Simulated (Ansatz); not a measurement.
A made-up structure of CH₃B₂, doublet:

```xyz
6
angstrom
B -0.0402 -2.3598 0.7873
B -0.0160 -0.9149 0.3031
C 0.0084 0.5370 -0.1755
H 0.0148 -3.3082 1.4354
H 0.9614 0.7735 -0.6600
H -0.1282 1.2409 0.6515
```

It is relaxed with PBE-D4/def2-SVP and then PBE0-D4/def2-TZVP (Ansatz 0.2.0). Atoms count as bonded within 1.22 times the sum of their covalent radii (H–H: 0.88 Å). The end point is not checked to be a true minimum.

Q: Does its bonding change? (A judgement: the text doesn't fix the answer.)

A: The calculation gives: No: no bond forms or breaks.

Where it ends: The first stage lowers the energy by 0.75 eV in 5 steps. It ends as CH₃B₂ ([BH][B][CH2]):
```
atom    x (Å)    y (Å)    z (Å)
  B1  -0.0057  -2.3108   0.9116
  B2   0.1175  -0.8565   0.4488
  C3   0.2312   0.4820   0.0232
  H4  -0.1003  -3.4288   1.2675
  H5   0.8323   0.7788  -0.8322
  H6  -0.2747   1.3039   0.5228
```

Labels in which every atom is bracketed show which atoms are joined, not bond orders.

For scale, one of the runs: PBE0-D4/def2-TZVP relaxation, 111 basis functions, launched by `ansatz run in.yaml --threads 2 --pin off --events-out ev --progress --plain --max-ram 4352MiB`. Hardware: 2 CPU threads of an Arm Neoverse V2, shared host. Wall time about 14 s.
